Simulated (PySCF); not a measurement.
Atom-mapped SMILES (the numbers label the heavy atoms): `[CH3:1][CH2:2][CH2:3][CH:4]=[O:5]`. Each H is labelled by its parent atom.

[PySCF: geometry from PBE0-D3(BJ)/def2-TZVP; GIAO B97-2/pcSseg-2 shieldings; one computed conformer; fast rotation and ring inversion assumed for equivalent nuclei; relativity neglected; in vacuum]

References, each an isolated molecule treated in the same way: TMS for ¹³C, ¹H; ¹⁷O vs H2O.

```json
{"atoms": "H(C4)", "nucleus": "¹H", "count": "1", "δ (ppm)": "?"}
{"atoms": "O5", "nucleus": "¹⁷O", "count": "1", "δ (ppm)": "?"}
{"atoms": "C3", "nucleus": "¹³C", "count": "1", "δ (ppm)": "?"}
{"atoms": "H(C3)", "nucleus": "¹H", "count": "2", "δ (ppm)": "2.44"}
{"atoms": "C4", "nucleus": "¹³C", "count": "1", "δ (ppm)": "207.5"}
{"atoms": "C2", "nucleus": "¹³C", "count": "1", "δ (ppm)": "19.2"}
{"atoms": "C1", "nucleus": "¹³C", "count": "1", "δ (ppm)": "16.1"}
{"atoms": "H(C1)", "nucleus": "¹H", "count": "3", "δ (ppm)": "0.92"}
{"atoms": "H(C2)", "nucleus": "¹H", "count": "2", "δ (ppm)": "1.62"}
```

Estimate the values marked ?.

Answers


- C3: 53.0 ppm, sp3 CH2 α to a carbonyl; α to the electron-withdrawing carbonyl group
- H(C4): 10.26 ppm, hydrogen on an aldehyde carbonyl carbon; deshielded by the polar, anisotropic C=O bond
- O5: 657.3 ppm, aldehyde oxygen

Shifts are as computed. Against solution values, carbons near 30 ppm lie about +3 ppm off and those near 130 ppm about +7 ppm. Of 1309 compounds with measured shifts, 239 miss one by over three times the rms of a fit or turn the order of signals round; such compounds aren't used in these exercises. Unscaled 17O shifts of doubly bonded oxygen tend to come out too high, by tens of ppm or more. Experimental scales use liquid or dissolved standards, which lie at an offset from isolated H2O (liquid H2O: subtract about 36 ppm).
